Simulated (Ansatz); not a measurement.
## Band gap of B20 (FeSi-type) FeSi: levels of theory against measurement

Reference value: 0.05 eV (measured, temperature not stated, no zero-point or thermal correction, indirect, transport; lower end of the printed range; as tabulated in Tomczak (2018), arXiv:1802.07220).

```json
[
 {"level (code)": "LDA (Ansatz)", "value (eV)": "(withheld)", "cell (Å³/atom)": "11.29"},
 {"level (code)": "BLYP (Ansatz)", "value (eV)": "0.15 (indirect)", "cell (Å³/atom)": "11.29"},
 {"level (code)": "PBE (Ansatz)", "value (eV)": "0.13 (indirect)", "cell (Å³/atom)": "11.29"},
 {"level (code)": "PBEsol (Ansatz)", "value (eV)": "(withheld)", "cell (Å³/atom)": "11.29"},
 {"level (code)": "PBE-D4 (Ansatz)", "value (eV)": "0.16", "cell (Å³/atom)": "10.69"},
 {"level (code)": "r²SCAN (Ansatz)", "value (eV)": "0.31", "cell (Å³/atom)": "11.29"},
 {"level (code)": "B3LYP (VWN-RPA form) (Ansatz)", "value (eV)": "1.69 (indirect)", "cell (Å³/atom)": "11.29"},
 {"level (code)": "HSE06 (Ansatz)", "value (eV)": "1.43 (indirect)", "cell (Å³/atom)": "11.29"},
 {"level (code)": "r²SCAN0 (Ansatz)", "value (eV)": "(withheld)", "cell (Å³/atom)": "11.29"}
]
```

**Question.** Fill in the missing entries.

**Answer.** 
- LDA (Ansatz, a first-principles code), value (eV): 0.09 (indirect)
- PBEsol (Ansatz), value (eV): 0.11 (indirect)
- r²SCAN0 (Ansatz), value (eV): 2.44 (indirect)

Differences against the reference: LDA +0.04 eV, BLYP +0.10 eV, PBE +0.08 eV, PBEsol +0.06 eV, PBE-D4 +0.11 eV, r²SCAN +0.26 eV, B3LYP (VWN-RPA form) +1.64 eV, HSE06 +1.38 eV, r²SCAN0 +2.39 eV.

The reference is too small against the doubts on it for a ranking.

Computed values are for a static lattice; measured ones hold zero-point and thermal shifts unless a correction is named. The crystal itself was run without spin with LDA, BLYP, PBE, PBEsol, PBE-D4, r²SCAN, B3LYP (VWN-RPA form), HSE06, r²SCAN0. PBE-D4: the gap is read on the k mesh or supercell of the run alone and can be too large. Values are at the measured cell; PBE-D4 at the level's own relaxed cell. Cutoffs and k meshes differ between the levels. Ansatz's density-functional and Hartree–Fock values are scalar-relativistic unless marked +SOC, with PAW data made under PBE.

Differences are worked out from the printed values.
